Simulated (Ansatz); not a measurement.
**Solid chlorine**

The numbers are results of LDA (PAW; Ansatz, a program for electronic structure), not measurements.

Settings: plane-wave cutoff 520 eV, 8×8×4 k mesh (along the axes of the cell as run), perturbation theory, force constants from a 4×4×2 q mesh, scalar-relativistic PAW data made under PBE.

Cell: relaxed at this level.

For solid chlorine, the zero-point energy is 0.031 eV/atom.

The result took about 12 core-minutes (a rough figure).
